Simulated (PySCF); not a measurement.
Cl₄Si, charge -1, multiplicity 2. Atoms are numbered in the order given.

```xyz
5

Cl    -1.6713     0.0000     0.9790
Si     0.0000     0.0000    -0.3537
Cl     1.6713     0.0000     0.9790
Cl     0.0000    -2.2220    -0.8334
Cl     0.0000     2.2220    -0.8334
```
Charge -1, spin multiplicity 2.

Geometry: PBE0-D3(BJ)/def2-SVPD. The multiplicity is an assumed one; other spin states were not compared. The isomer is the one that the SMILES or the coordinates give; other isomers of the formula were not compared.

The numbers are results of PBE/def2-SVPD (PySCF), not measurements.

The molecule is in vacuum.

```json
{
 "total_energy": "-2128.99830 hartree",
 "point_group": "C2v",
 "α spin, highest occupied and lowest empty level": "-0.32 and 2.97 eV",
 "β spin, highest occupied and lowest empty level": "-2.89 and 0.66 eV",
 "dipole_moment_about_the_centre_of_nuclear_charge": "0.121 e·Å",
 "mean_static_polarisability": "112.1 bohr³ (16.61 Å³)",
 "polarisability_principal_values": "94.5, 103.3, 138.4 bohr³",
 "⟨S²⟩": "0.753 (pure state 0.75)"
}
```
